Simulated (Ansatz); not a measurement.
# Structure relaxation of RePd2

These are results of Ansatz, DFT PBE, scalar-relativistic, plane waves, PAW, not measurements. Cutoff 420 eV, Γ-centred k mesh, Gaussian smearing, no spin polarisation in the final step.

The start puts RePd2 on the MoSi2 (C11b) structure type (I4/mmm, No. 139), with Re in place of Mo, Pd in place of Si, at a guessed volume.

```
Re Pd
1.0
    -1.61501    1.61501    3.96182
     1.61501   -1.61501    3.96182
     1.61501    1.61501   -3.96182
Re Pd
1 2
Direct
  0.00000 0.00000 0.00000
  0.66500 0.66500 0.00000
  0.33500 0.33500 0.00000
```

Cell and atoms relax at zero pressure; the relaxation can't lower the symmetry of the start. After a coarse first stage the cell is made exact in the group found at 0.06 Å.

The zero of energy is the elements' standard structures at the same level; no fitted shifts are applied.

(1) Which crystal results?

(2) What are its volume, energy, density and gap?

## Answers

(1) It keeps I4/mmm (No. 139). The result has the MoSi2 (C11b) structure. Conventional cell: a = 3.294 Å, c = 8.318 Å. Re is coordinated by 10 Pd at 2.71–2.77 Å and 4 Re at 3.29 Å; Pd is coordinated by 5 Re at 2.71–2.77 Å, 5 Pd at 2.71–2.77 Å and 4 Pd at 3.29 Å.

```
Re Pd
1.0
    -1.64707    1.64707    4.15886
     1.64707   -1.64707    4.15886
     1.64707    1.64707   -4.15886
Re Pd
1 2
Direct
  0.00000 0.00000 0.00000
  0.66645 0.66645 0.00000
  0.33355 0.33355 0.00000
```

(2) The volume per atom is 15.04 Å³, the density is 14.68 g/cm³ and the energy over the elements is 0.30 eV/atom. The gap on the 20×20×20 mesh is 0 eV (a metal).

The final run used a 20×20×20 mesh on its 3-atom cell and 0.10 eV smearing. For metals, differences of a few meV/atom aren't resolved. Spin–orbit coupling is left out. A structure relaxed within its symmetry needn't be a true minimum.

Cost: 3 runs of about 5.5 core-minutes in all, on Intel Xeon Platinum 8259CL (Skylake/Cascade Lake) (shared hosts).